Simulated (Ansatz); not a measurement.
CsCl-type TlBr, treated with RPBE (PAW; Ansatz, an electronic-structure program).

Settings: plane-wave cutoff 520 eV, 8×8×8 k mesh, Fermi–Dirac smearing 0.01 eV, scalar-relativistic PAW data made under PBE.

Equation-of-state points:

```csv
V (Å³/atom),E − E_lowest (meV/atom)
34.890,6.10
35.633,2.60
36.375,0.63
37.117,0.00
37.860,0.57
38.602,2.19
39.344,4.74
```

Problem. Estimate the bulk modulus and its pressure derivative from these points.

Solution. V0 = 37.121 Å³/atom, B0 = 12.9 GPa, B′ = 5.1 (fit to the energies at full precision).

Measured, for comparison: equilibrium volume per atom 31.62 Å³/atom (temperature not stated, not corrected to a static lattice; as tabulated in Du and Singh (2010), arXiv:1001.5458). Computed (rounded) less measured: equilibrium volume per atom +17.4 %.

Note: the cell is over a tenth larger than the published one: the level's own overestimate first of all, though another phase or state, or a fault of the published cell, is possible.

Spin–orbit coupling is not included; it can shift volumes and moduli of such heavy elements.

The computed numbers hold no vibrational or temperature effects.

Computing time: very roughly 25 core-seconds.
